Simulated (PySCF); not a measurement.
Geometries of 2 isomers of C3H3FO, from PySCF 2.14.0, PBE0-D3(BJ)/def2-SVP geometry optimisation, gas phase. One conformer each, no zero-point energy, no frequencies.

Question: Which is lower in electronic energy at this level?
A.
```xyz
8
angstrom
O     -1.878   -0.904    0.371
C     -1.415   -0.043   -0.338
C      0.000    0.367   -0.341
C      0.858   -0.234    0.489
F      2.134    0.078    0.549
H     -2.063    0.515   -1.059
H      0.338    1.156   -1.017
H      0.562   -1.030    1.182
```
B.
```xyz
8
angstrom
C      0.987    0.772   -0.077
C      0.141   -0.101    0.473
C     -0.990   -0.635   -0.310
O     -1.278   -0.395   -1.436
F     -1.725   -1.482    0.422
H      0.845    1.094   -1.113
H      1.832    1.179    0.483
H      0.244   -0.451    1.503
```

Answer: B. That is `C=CC(=O)F`, 18.3 kcal/mol below the other.

```tsv
SMILES	atoms numbered as above	E (Eh)	relative (kcal/mol)	relative (kJ/mol)	dipole (D)
C=CC(=O)F	[CH2:1]=[CH:2][C:3](=[O:4])[F:5]	-290.64796	0.0	0.0	3.11
O=C/C=C/F	[O:1]=[CH:2]/[CH:3]=[CH:4]/[F:5]	-290.61887	18.3	76.4	1.76
```
